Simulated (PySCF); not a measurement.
## Orbital picture of SiS

PBE0 at R = 1.935 Å; basis Si def2-TZVP, S def2-TZVP; no relativity; PySCF 2.14. State: ⁵Π (quintet), unpaired electrons σ ↑, π ↑↑↑, a second solution, started from another occupation. Only the outer orbitals are listed, counted within each symmetry.

```tsv
spin	orbital	occ.	ε (eV)	on Si (%)	main shells (%)
α	7σ	1	-22.07	15	82 S s, 10 Si s
α	8σ	1	-13.91	53	52 Si s, 33 S p, 13 S s
α	3π	1	-10.85	16	83 S p, 14 Si p
α	3π	1	-9.68	21	78 S p, 19 Si p
α	9σ	1	-9.60	61	38 S p, 32 Si p, 28 Si s
α	4π	1	-5.38	86	85 Si p, 12 S p
α	4π	1	-4.98	82	80 Si p, 16 S p
α	10σ	0	0.34	108	90 Si p, 11 Si s, 8 S p
α	11σ	0	3.42	70	56 Si s, 46 S d, 14 Si p
α	5π	0	3.60	70	35 Si d, 35 Si p, 22 S d
β	7σ	1	-20.16	19	78 S s, 10 Si s
β	8σ	1	-11.57	34	50 S p, 31 Si s, 15 S s
β	3π	1	-8.66	15	84 S p, 10 Si p
β	3π	0	-5.83	19	80 S p, 15 Si p
β	9σ	0	-4.88	81	61 Si s, 20 Si p, 20 S p
β	4π	0	-0.80	87	88 Si p, 10 S p
```

Problem. Which are the highest filled and the lowest empty level, where do they sit, and how wide is the gap?

Solution. Highest filled α 4π at -4.98 eV (in %: 80 Si p, 16 S p); lowest empty β 3π at -5.83 eV (in %: 80 S p, 15 Si p); the gap at PBE0 is -0.85 eV.

The bond order (Mayer) is 1.37, the ⟨S²⟩ is 6.006 and the charge on Si (Mulliken, basis-dependent) is -0.02. The charge on Si (Löwdin, basis-dependent) is -0.34 and the dipole moment (positive dipole means Si(−)S(+)) is 0.34 D.

Shares are Mulliken populations and can fall outside 0 to 100 %.

Counting both spins, an empty level lies below a filled one in this solution, because spin and occupation are held.
